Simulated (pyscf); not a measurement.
Structures and frequencies: ωB97X-D3(BJ)/def2-SVP in PySCF. MP2 and CC: frozen core, UHF for open shells. ΔMP2 is the change of the MP2 total energy from the triple- to the quadruple-zeta basis.

### Question
For the elementary gas-phase step `[SiH2][Cl]` [doublet] + `[ClH]` → `[Cl][SiH2][Cl]` + `[H]` [doublet] (doublet surface; H–Si, Cl–H broken, H–Si, Cl–Si formed), what barrier and reaction energy does CCSD(T)/def2-TZVPP + ΔMP2(QZVPP) give, measured from the separated reactants?

### Answer
ΔE‡ = 55.0 kJ/mol, ΔE = -22.5 kJ/mol. Zero-point energy shifts the barrier by +0.4 kJ/mol. It is a concerted two-bond exchange, with an imaginary mode of 289i cm⁻¹. This is the saddle that the search found; another between the same sides may lie lower. The CCSD(T) − MP2 part came from Ansatz, without density fitting, on the same reference.
